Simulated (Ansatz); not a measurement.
Ansatz (a first-principles code) input (B3LYP-D3(BJ)/def2-TZVP):

Ansatz 0.2 input:
```yaml
crystal:
  periodic: [false, false, false]
  atoms:
    - {symbol: C, position_ang: [0.00151063, -0.00003421, 0.15677747]}
    - {symbol: C, position_ang: [-0.00745373, 1.47973661, -0.01482608]}
    - {symbol: C, position_ang: [1.28493407, -0.73353222, -0.02776186]}
    - {symbol: C, position_ang: [-1.27792029, -0.74619443, -0.00307020]}
    - {symbol: H, position_ang: [-0.01913589, 1.76636606, -1.08038075]}
    - {symbol: H, position_ang: [-0.89153056, 1.93489643, 0.43835820]}
    - {symbol: H, position_ang: [0.88065011, 1.94365219, 0.42128423]}
    - {symbol: H, position_ang: [1.52338880, -0.87527278, -1.09582020]}
    - {symbol: H, position_ang: [2.12764463, -0.19187872, 0.40880281]}
    - {symbol: H, position_ang: [1.24913342, -1.73108127, 0.41693185]}
    - {symbol: H, position_ang: [-1.53549656, -0.89038572, -1.06634955]}
    - {symbol: H, position_ang: [-1.22370432, -1.74329874, 0.44075626]}
    - {symbol: H, position_ang: [-2.11737378, -0.21285195, 0.44970118]}
basis:
  gaussian:
    orbitals: def2-TZVP
hamiltonian:
  xc: b3lyp
  dispersion: d3bj
magnetization: {spin_polarized: true, initial_magnetization: 1}
phonons: {temperatures: {t_min: 298.15, t_max: 298.15, t_step: 100}}
```

Output:

```
Functional definition: B3LYP
integrals: 0.08 GiB planned
1116 factors; their error is unknown
mean field: 1.00 GiB planned
mean field evaluation 1: about -4282.7582 eV, gradient 5.2e1 eV
mean field evaluation 2: about -4274.1101 eV, gradient 6.4e1 eV
mean field evaluation 4: about -4295.5764 eV, gradient 3.6e0 eV
mean field evaluation 8: about -4295.6331 eV, gradient 9.4e-2 eV
mean field evaluation 16: about -4295.6082 eV, gradient 3.7e-4 eV
mean field -4295.60822812 eV, -157.8606907154 hartree, gradient 1.2e-5 eV, S^2 0.754171; 0 other end points of the search recorded, 0 dependent functions left out
the calculation of the forces begins
reference -4295.60851801 eV, -157.8607013688 hartree; 17, 16 occupied and 161, 162 virtual orbitals, 1116 factors
these checks for a lower state are left out or cut short: stability, starts, cluster_reference, orbital_swaps, neighbouring_geometries, increment
integrals: 0.08 GiB planned
1116 factors; their error is unknown
mean field: 1.00 GiB planned
mean field -4295.60807045 eV, -157.8606849215 hartree, gradient 3.1e-6 eV, S^2 0.754171; 0 other end points of the search recorded, 0 dependent functions left out
the calculation of the forces begins
reference -4295.60836033 eV, -157.8606955742 hartree; 17, 16 occupied and 161, 162 virtual orbitals, 1116 factors
these checks for a lower state are left out or cut short: stability, starts, cluster_reference, orbital_swaps, neighbouring_geometries, increment
integrals: 0.08 GiB planned
1116 factors; their error is unknown
mean field: 1.01 GiB planned
mean field evaluation 32: about -4295.6081 eV, gradient 3.4e-4 eV
mean field -4295.60807006 eV, -157.8606849069 hartree, gradient 1.3e-6 eV, S^2 0.754171; 0 other end points of the search recorded, 0 dependent functions left out
the calculation of the forces begins
reference -4295.60835997 eV, -157.8606955608 hartree; 17, 16 occupied and 161, 162 virtual orbitals, 1116 factors
these checks for a lower state are left out or cut short: stability, starts, cluster_reference, orbital_swaps, neighbouring_geometries, increment
integrals: 0.08 GiB planned
1116 factors; their error is unknown
mean field: 1.00 GiB planned
mean field -4295.60812749 eV, -157.8606870174 hartree, gradient 1.3e-6 eV, S^2 0.754165; 0 other end points of the search recorded, 0 dependent functions left out
the calculation of the forces begins
reference -4295.60841738 eV, -157.8606976709 hartree; 17, 16 occupied and 161, 162 virtual orbitals, 1116 factors
these checks for a lower state are left out or cut short: stability, starts, cluster_reference, orbital_swaps, neighbouring_geometries, increment
integrals: 0.08 GiB planned
1116 factors; their error is unknown
mean field: 1.00 GiB planned
mean field -4295.60812339 eV, -157.8606868667 hartree, gradient 3.1e-6 eV, S^2 0.754177; 0 other end points of the search recorded, 0 dependent functions left out
the calculation of the forces begins
reference -4295.60841327 eV, -157.8606975199 hartree; 17, 16 occupied and 161, 162 virtual orbitals, 1116 factors
these checks for a lower state are left out or cut short: stability, starts, cluster_reference, orbital_swaps, neighbouring_geometries, increment
integrals: 0.08 GiB planned
1116 factors; their error is unknown
mean field: 1.00 GiB planned
mean field -4295.60805408 eV, -157.8606843197 hartree, gradient 1.3e-6 eV, S^2 0.754171; 0 other end points of the search recorded, 0 dependent functions left out
the calculation of the forces begins
reference -4295.60834398 eV, -157.8606949735 hartree; 17, 16 occupied and 161, 162 virtual orbitals, 1116 factors
these checks for a lower state are left out or cut short: stability, starts, cluster_reference, orbital_swaps, neighbouring_geometries, increment
integrals: 0.08 GiB planned
[...]
mean field -4295.60823053 eV, -157.8606908040 hartree, gradient 1.3e-6 eV, S^2 0.754171; 0 other end points of the search recorded, 0 dependent functions left out
the calculation of the forces begins
reference -4295.60852045 eV, -157.8607014585 hartree; 17, 16 occupied and 161, 162 virtual orbitals, 1116 factors
these checks for a lower state are left out or cut short: stability, starts, cluster_reference, orbital_swaps, neighbouring_geometries, increment
integrals: 0.08 GiB planned
1116 factors; their error is unknown
mean field: 1.00 GiB planned
mean field -4295.60816489 eV, -157.8606883920 hartree, gradient 1.3e-6 eV, S^2 0.754170; 0 other end points of the search recorded, 0 dependent functions left out
the calculation of the forces begins
reference -4295.60845475 eV, -157.8606990442 hartree; 17, 16 occupied and 161, 162 virtual orbitals, 1116 factors
these checks for a lower state are left out or cut short: stability, starts, cluster_reference, orbital_swaps, neighbouring_geometries, increment
integrals: 0.08 GiB planned
1116 factors; their error is unknown
mean field: 1.00 GiB planned
mean field -4295.60820574 eV, -157.8606898932 hartree, gradient 1.3e-6 eV, S^2 0.754170; 0 other end points of the search recorded, 0 dependent functions left out
the calculation of the forces begins
reference -4295.60849567 eV, -157.8607005480 hartree; 17, 16 occupied and 161, 162 virtual orbitals, 1116 factors
these checks for a lower state are left out or cut short: stability, starts, cluster_reference, orbital_swaps, neighbouring_geometries, increment
integrals: 0.08 GiB planned
1116 factors; their error is unknown
mean field: 1.01 GiB planned
mean field -4295.60819478 eV, -157.8606894905 hartree, gradient 1.3e-6 eV, S^2 0.754171; 0 other end points of the search recorded, 0 dependent functions left out
the calculation of the forces begins
reference -4295.60848464 eV, -157.8607001424 hartree; 17, 16 occupied and 161, 162 virtual orbitals, 1116 factors
these checks for a lower state are left out or cut short: stability, starts, cluster_reference, orbital_swaps, neighbouring_geometries, increment
integrals: 0.08 GiB planned
1116 factors; their error is unknown
mean field: 1.01 GiB planned
mean field evaluation 256: about -4295.6082 eV, gradient 1.3e-6 eV
mean field -4295.60817206 eV, -157.8606886553 hartree, gradient 1.3e-6 eV, S^2 0.754170; 0 other end points of the search recorded, 0 dependent functions left out
the calculation of the forces begins
reference -4295.60846191 eV, -157.8606993073 hartree; 17, 16 occupied and 161, 162 virtual orbitals, 1116 factors
these checks for a lower state are left out or cut short: stability, starts, cluster_reference, orbital_swaps, neighbouring_geometries, increment
integrals: 0.08 GiB planned
1116 factors; their error is unknown
mean field: 1.01 GiB planned
mean field -4295.60824495 eV, -157.8606913342 hartree, gradient 1.3e-6 eV, S^2 0.754172; 0 other end points of the search recorded, 0 dependent functions left out
the calculation of the forces begins
reference -4295.60853488 eV, -157.8607019889 hartree; 17, 16 occupied and 161, 162 virtual orbitals, 1116 factors
these checks for a lower state are left out or cut short: stability, starts, cluster_reference, orbital_swaps, neighbouring_geometries, increment
integrals: 0.08 GiB planned
1116 factors; their error is unknown
mean field: 1.00 GiB planned
mean field -4295.60816972 eV, -157.8606885694 hartree, gradient 1.3e-6 eV, S^2 0.754168; 0 other end points of the search recorded, 0 dependent functions left out
the calculation of the forces begins
reference -4295.60845963 eV, -157.8606992233 hartree; 17, 16 occupied and 161, 162 virtual orbitals, 1116 factors
these checks for a lower state are left out or cut short: stability, starts, cluster_reference, orbital_swaps, neighbouring_geometries, increment
integrals: 0.08 GiB planned
1116 factors; their error is unknown
mean field: 1.00 GiB planned
mean field -4295.60818627 eV, -157.8606891775 hartree, gradient 1.3e-6 eV, S^2 0.754174; 0 other end points of the search recorded, 0 dependent functions left out
the calculation of the forces begins
reference -4295.60847615 eV, -157.8606998303 hartree; 17, 16 occupied and 161, 162 virtual orbitals, 1116 factors
these checks for a lower state are left out or cut short: stability, starts, cluster_reference, orbital_swaps, neighbouring_geometries, increment
integrals: 0.08 GiB planned
1116 factors; their error is unknown
mean field: 1.01 GiB planned
mean field -4295.60818723 eV, -157.8606892130 hartree, gradient 1.3e-6 eV, S^2 0.754171; 0 other end points of the search recorded, 0 dependent functions left out
the calculation of the forces begins
reference -4295.60847713 eV, -157.8606998666 hartree; 17, 16 occupied and 161, 162 virtual orbitals, 1116 factors
these checks for a lower state are left out or cut short: stability, starts, cluster_reference, orbital_swaps, neighbouring_geometries, increment
integrals: 0.08 GiB planned
1116 factors; their error is unknown
mean field: 1.00 GiB planned
mean field evaluation 288: about -4295.6078 eV, gradient 3.9e-1 eV
mean field -4295.60823762 eV, -157.8606910648 hartree, gradient 1.3e-6 eV, S^2 0.754171; 0 other end points of the search recorded, 0 dependent functions left out
the calculation of the forces begins
reference -4295.60852751 eV, -157.8607017179 hartree; 17, 16 occupied and 161, 162 virtual orbitals, 1116 factors
these checks for a lower state are left out or cut short: stability, starts, cluster_reference, orbital_swaps, neighbouring_geometries, increment
integrals: 0.08 GiB planned
1116 factors; their error is unknown
mean field: 1.00 GiB planned
mean field -4295.60812092 eV, -157.8606867761 hartree, gradient 1.3e-6 eV, S^2 0.754170; 0 other end points of the search recorded, 0 dependent functions left out
the calculation of the forces begins
reference -4295.60841075 eV, -157.8606974273 hartree; 17, 16 occupied and 161, 162 virtual orbitals, 1116 factors
these checks for a lower state are left out or cut short: stability, starts, cluster_reference, orbital_swaps, neighbouring_geometries, increment
integrals: 0.08 GiB planned
1116 factors; their error is unknown
mean field: 1.00 GiB planned
mean field -4295.60816328 eV, -157.8606883329 hartree, gradient 1.3e-6 eV, S^2 0.754171; 0 other end points of the search recorded, 0 dependent functions left out
the calculation of the forces begins
reference -4295.60845324 eV, -157.8606989884 hartree; 17, 16 occupied and 161, 162 virtual orbitals, 1116 factors
these checks for a lower state are left out or cut short: stability, starts, cluster_reference, orbital_swaps, neighbouring_geometries, increment
integrals: 0.08 GiB planned
1116 factors; their error is unknown
mean field: 1.01 GiB planned
mean field -4295.60820552 eV, -157.8606898850 hartree, gradient 1.3e-6 eV, S^2 0.754170; 0 other end points of the search recorded, 0 dependent functions left out
the calculation of the forces begins
reference -4295.60849543 eV, -157.8607005391 hartree; 17, 16 occupied and 161, 162 virtual orbitals, 1116 factors
these checks for a lower state are left out or cut short: stability, starts, cluster_reference, orbital_swaps, neighbouring_geometries, increment
integrals: 0.08 GiB planned
1116 factors; their error is unknown
mean field: 1.00 GiB planned
mean field evaluation 320: about -4295.6082 eV, gradient 1.3e-6 eV
mean field -4295.60819403 eV, -157.8606894629 hartree, gradient 1.3e-6 eV, S^2 0.754171; 0 other end points of the search recorded, 0 dependent functions left out
the calculation of the forces begins
reference -4295.60848390 eV, -157.8607001154 hartree; 17, 16 occupied and 161, 162 virtual orbitals, 1116 factors
Total energy: -4295.98878394 eV, -157.8746758841 hartree
Atom 0 at     0.001511    -0.000034     0.156777 Å, force    -0.000042    -0.000024    -0.000092 eV/Å
Atom 1 at    -0.007454     1.479737    -0.014826 Å, force    -0.000148    -0.000097    -0.000639 eV/Å
Atom 2 at     1.284934    -0.733532    -0.027762 Å, force    -0.000160    -0.000075    -0.000639 eV/Å
Atom 3 at    -1.277920    -0.746194    -0.003070 Å, force     0.000062     0.000040    -0.000650 eV/Å
Atom 4 at    -0.019136     1.766366    -1.080381 Å, force     0.000140    -0.000359     0.000948 eV/Å
Atom 5 at    -0.891531     1.934896     0.438358 Å, force     0.000546     0.000237    -0.000179 eV/Å
Atom 6 at     0.880650     1.943652     0.421284 Å, force    -0.000587     0.000337    -0.000110 eV/Å
Atom 7 at     1.523389    -0.875273    -1.095820 Å, force    -0.000239     0.000290     0.000952 eV/Å
Atom 8 at     2.127645    -0.191879     0.408803 Å, force     0.000005    -0.000676    -0.000116 eV/Å
Atom 9 at     1.249133    -1.731081     0.416932 Å, force     0.000474     0.000360    -0.000178 eV/Å
Atom 10 at    -1.535497    -0.890386    -1.066350 Å, force     0.000190     0.000106     0.000946 eV/Å
Atom 11 at    -1.223704    -1.743299     0.440756 Å, force    -0.000402     0.000414    -0.000118 eV/Å
Atom 12 at    -2.117374    -0.212852     0.449701 Å, force     0.000162    -0.000553    -0.000124 eV/Å
Dipole moment:    -0.000414     0.000011    -0.043287 e Å
Vibrations: 136.61 137.80 137.92 264.50 381.02 381.10 763.65 938.12 938.21 973.40 1010.68 1010.73 1100.27 1297.86 1297.88 1396.66 1396.80 1423.44 1466.52 1470.07 1470.09 1488.20 1490.45 1490.48 2918.19 2918.24 2926.64 3034.95 3034.96 3037.92 3077.32 3081.97 3082.00 cm⁻¹, zero-point energy 3.160026 eV
```

It need not be the lowest isomer of its formula.
